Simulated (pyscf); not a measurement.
Single points on ωB97X-D3(BJ)/def2-SVP structures (PySCF, gas phase).

Question: Estimate the classical barrier height and the reaction energy of H₂N–Al(NH₂)–N•–Al(NH₂)–NH₂ (SMILES [NH2][Al]([NH2])[N][Al]([NH2])[NH2]) + CH₄ (SMILES C) → H₂N–Al(NH₂)–NH–Al(NH₂)–NH₂ (SMILES [NH2][Al]([NH2])[NH][Al]([NH2])[NH2]) + CH₃• (SMILES [CH3]) at ωB97M-D3(BJ)/def2-TZVP. The step runs on the doublet surface, breaks C–H and forms H–N; take the separated reactants as zero.

Answer: ΔE‡ = 0.49 eV, ΔE = -0.25 eV. Zero-point energy shifts the barrier by -0.09 eV. It is a hydrogen abstraction, with an imaginary mode of 1659i cm⁻¹. One saddle was located; it need not be the lowest between these sides. The angle at the transferred H is 167°.
